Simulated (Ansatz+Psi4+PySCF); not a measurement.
A calculation with Psi4 1.11.

```
molecule {
0 3
S 0.000000 0.000000 0.960110
S 0.000000 0.000000 -4.800560
}

set basis cc-pV(T+d)Z
set reference uhf
set scf_type pk
set mp2_type conv
set cc_type conv
set num_frozen_docc 10
energy('mp2')
```

The input is written out from the run's settings.

Results

* Converged: yes
* Reference energy: -794.65620 hartree
* Correlation energy: -1.03417 hartree
* Total energy: -795.69037 hartree
* Spin squared of the determinant: 2.039
* Occupied orbitals by symmetry in an Abelian subgroup (alpha; beta): 5 Ag 2 B2g 2 B3g 4 B1u 2 B2u 2 B3u; 5 Ag 1 B2g 1 B3g 4 B1u 2 B2u 2 B3u

The reference isn't the lowest determinant (another lies 9.40 eV lower), but the same method gives a higher total on the lower determinant. Caution: bonds are stretched, where a single reference can fail.
